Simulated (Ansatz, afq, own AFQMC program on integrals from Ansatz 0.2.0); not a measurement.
# AlH2S2Cl, singlet: energetics from AFQMC and coupled cluster

```yaml
atoms:
  - { symbol: S, position_ang: [-0.4136, 1.7515, -1.1990] }
  - { symbol: Al, position_ang: [0.0040, -0.0182, -0.0100] }
  - { symbol: S, position_ang: [1.2046, 0.1797, 1.7897] }
  - { symbol: Cl, position_ang: [-0.7432, -1.8954, -0.5927] }
  - { symbol: H, position_ang: [-1.1366, 1.0587, -2.1077] }
  - { symbol: H, position_ang: [1.1269, -1.1402, 2.0735] }
```

Geometry: a PBE0/def2-SVP stationary point, not shown to be a minimum. Basis def2-TZVP. Only valence electrons are correlated. AFQMC by an in-house program on the Cholesky factors that Ansatz 0.2.0 writes for its CCSD(T) run. The CISD trial takes its coefficients from CCSD amplitudes. Released means that phaseless walkers are propagated on without the constraint, phases kept. Error bars are statistical, one sigma.

Best estimates are CCSD(T) at the basis-set limit (def2-TZVPP/QZVPP) plus the step from CCSD(T) to the highest rung at hand in def2-TZVP, named in the table (released AFQMC can keep some 10 meV of bias). Fragments are relaxed and keep their bonds. No zero-point, core-correlation or spin–orbit terms. Other levels are in def2-TZVP; a dash marks a level that is missing or breaks spin symmetry for a member.

Cautions: AlH₂S₂Cl (singlet): the released value is read at 0.90 1/Eh with a noise of 17 meV, more than in the cases checked (meV from the phaseless value at times in 1/Eh: 16 ± 13 at 0.21, 6 ± 12 at 0.42, -9 ± 11 at 0.63, 19 ± 17 at 0.90); AlHSCl (doublet): the released value is read at 1.50 1/Eh with a noise of 11 meV, more than in the cases checked (meV from the phaseless value at times in 1/Eh: -9 ± 8 at 0.24, -8 ± 6 at 0.51, -4 ± 7 at 0.99, -8 ± 11 at 1.50); AlH₂S₂ (doublet): the released value is read at 1.50 1/Eh with a noise of 13 meV, more than in the cases checked (meV from the phaseless value at times in 1/Eh: -7 ± 7 at 0.24, -5 ± 5 at 0.51, -14 ± 9 at 0.99, -20 ± 13 at 1.50).

```tsv
process	best estimate (kJ/mol)	highest rung
Al2–S3 → AlHSCl (doublet; SH–Al–Cl) + HS (doublet)	406 ± 2	released AFQMC
Al2–Cl4 → AlH2S2 (doublet; SH–Al–SH) + Cl (doublet)	499 ± 2	released AFQMC
to free atoms	1859 ± 2	released AFQMC
```

Errors against the best estimates in kJ/mol, the processes numbered in the order above:

```csv
level,"error, 1","error, 2","error, 3"
MP2,0,4,-52
CCSD(T),-14,-16,-98
ph-AFQMC/CISD,-12 ± 1,-15 ± 1,-94 ± 1
CCSD(T)/CBS,1,3,1
PBE,-21,-20,-21
r2SCAN,-18,-12,3
PBE0,-20,-19,-39
B3LYP,-34,-30,-77
wB97M-V,3,6,2
B2PLYP,-20,-17,-68
```

Cost at the first geometry (cards were shared with other jobs): PBE0/def2-TZVP, 7 s on 1 thread of AMD EPYC 7R13 Processor (Zen 3), with other jobs on the host; RCCSD(T)/def2-TZVP, 4.2 s on 1 × NVIDIA H100 80GB HBM3 with 1 thread of AMD EPYC 7R13 Processor (Zen 3) (shared host); CCSD(T)/def2-QZVPP, 9.5 s on 1 × NVIDIA H100 80GB HBM3 with 1 thread of AMD EPYC 7R13 Processor (Zen 3), with other jobs on the host; ph-AFQMC/CISD with release, 6.1 min on 1 × NVIDIA H100 80GB HBM3 with 2 threads of AMD EPYC 7R13 Processor (Zen 3), on a shared host.

Best estimates are given only where the step beyond CCSD(T) is under 0.3 eV and no member's determinant is very poor (T1 over 0.05, or 0.07 for open shells, ⟨S²⟩ too high by 0.3, two states mixed), so the hardest cases are missing from such tables.

The functionals ran in a triple-zeta set and keep a basis error of their own, a few kJ/mol for each bond in atomization energies and more for double hybrids, so close places among them and the extrapolated levels can swap.

Each member of a difference takes its own highest rung, so a best estimate needn't equal the limit plus the step of one row. Released energies are given only where the last usable release times agree within the noise; a slower fall can still hide under it.
